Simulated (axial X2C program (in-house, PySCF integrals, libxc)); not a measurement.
Values are calculated unless marked as measured or tabulated.
# MgB⁻: input and output

Program: an in-house relativistic program for diatomic molecules.

Input file and command:
```json
{"zs": [12, 5], "q": -1, "bas": ["dyall-av3z", "dyall-av3z"], "levels": ["PBE0", "HF", "TPSS"], "cc": true, "r0": 2.24, "thr": -2.0, "nmax": 90, "npts": 10, "nst": 2, "ntry": 6}
```
```bash
python so2c.py task.json out
```

Keys: zs atomic numbers; q charge; bas basis sets; levels methods; cc coupled cluster on or off; r0 starting distance in Å; thr threshold in hartree for freezing inner shells (an s shell follows its p shell); nmax most natural virtual spinors; npts points on the curve; nst determinants followed; ntry starts of the search. HF also brings MP2.

Output of the PBE0 step, 2c, at R = 2.256 Å for the state Ω = 1. It starts from the PBE0 orbitals of the search at 2.240 Å.

```
two-component X2C + atomic mean field  PBE0
basis functions 153  fitting functions 665  grid points 4359
iter        total energy     max residual
   1       -224.383412847     8.33e-01
   2       -224.902513139     8.36e-02
   3       -224.945376601     2.03e-02
   4       -224.951287821     1.93e-02
   5       -224.952647658     3.70e-03
   6       -224.952871452     1.57e-03
   7       -224.952901608     1.08e-03
   8       -224.952905513     1.03e-04
   9       -224.952905978     7.68e-05
  10       -224.952906300     5.42e-05
  11       -224.952906348     2.44e-05
  12       -224.952906377     1.30e-05
  13       -224.952906381     6.68e-06
converged
one-electron -343.62481223  Coulomb 125.06140532  exact exchange -4.98361046  xc functional -15.45816303  nuclear repulsion 14.07386199  atomic mean-field constant -0.02158797
```
Energies are in hartree; totals compare only within one Hamiltonian and basis. The determinant is spin-polarised beyond a pure state at some levels (its spin-free form has ⟨S²⟩ too high), which makes Re and μ there less reliable.
